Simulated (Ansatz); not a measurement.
Geometry optimisation, RKS B3LYP/def2-SVP (Ansatz 0.2.0).

input.yaml

```yaml
crystal:
  periodic: [false, false, false]
  atoms:
    - { symbol: B, position_ang: [-0.050316, 0.565952, -0.357074] }
    - { symbol: "N", position_ang: [-0.144535, -0.159173, 2.279719] }
    - { symbol: H, position_ang: [-0.83336, -0.588257, 2.903991] }
    - { symbol: H, position_ang: [0.779762, -0.256853, 2.705933] }
    - { symbol: H, position_ang: [1.09681, 0.213316, -0.44237] }
    - { symbol: H, position_ang: [-0.936532, -0.091012, -0.837568] }
    - { symbol: P, position_ang: [-0.418864, 2.383164, 0.077505] }
    - { symbol: H, position_ang: [-1.655676, 2.299233, 0.776999] }
    - { symbol: H, position_ang: [0.421057, 2.634855, 1.200442] }
    - { symbol: H, position_ang: [-0.349046, 0.857073, 2.219022] }
basis:
  gaussian: { orbitals: def2-SVP }
hamiltonian:
  xc: b3lyp
relax:
  f_tol: 0.03
  max_steps: 50
```

Launched with:

```bash
$ ansatz run input.yaml --threads 1 --pin off --max-ram 2048MiB --backend cpu --events-out ev --progress --plain --runs-dir out
```

Problem. Where does it end, and by what steps?

Solution. The forces met the threshold. The force dipped under the threshold on the way, but the program's further checks kept it going. After 18 steps the energy has fallen by 1.111 eV; H3 moved furthest, 1.18 Å. Joined: B1–N2 (2.74 → 1.64 Å).

```
step  energy less start (eV)  largest force component (eV/Å)  accepted
   0                  0.0000                           0.858       yes
   1                 -0.1153                           1.212       yes
   2                 -0.2722                           1.766       yes
   3                 -0.5878                           1.382       yes
   4                 -0.9444                           0.693       yes
   5                 -0.6714                           4.158        no
   6                 -1.0050                           0.131       yes
   7                 -1.0162                           0.107       yes
   8                 -1.0317                           0.108       yes
   9                 -1.0421                           0.660       yes
  10                 -1.0939                           0.101       yes
  11                 -1.1085                           0.036       yes
  12                 -1.1077                           0.063        no
  13                 -1.1089                           0.013       yes
  14                 -1.1078                           0.263        no
  15                 -1.1105                           0.013       yes
  16                 -1.1107                           0.082       yes
  17                 -1.1107                           0.041       yes
  18                 -1.1109                           0.001       yes
```

```xyz
10
Properties=species:S:1:pos:R:3
B -0.162 0.397 0.293
N -0.176 0.031 1.896
H -0.107 -0.979 2.054
H 0.606 0.480 2.381
H 0.899 -0.028 -0.132
H -1.129 -0.174 -0.182
P -0.296 2.347 0.013
H -1.385 2.637 0.907
H 0.697 2.786 0.956
H -1.037 0.362 2.340
```

Whether the end is a true minimum wasn't checked by a vibrational analysis.

The run took 62 s on 1 thread of Arm Neoverse V1, on a shared host, peak memory 0.15 GiB.
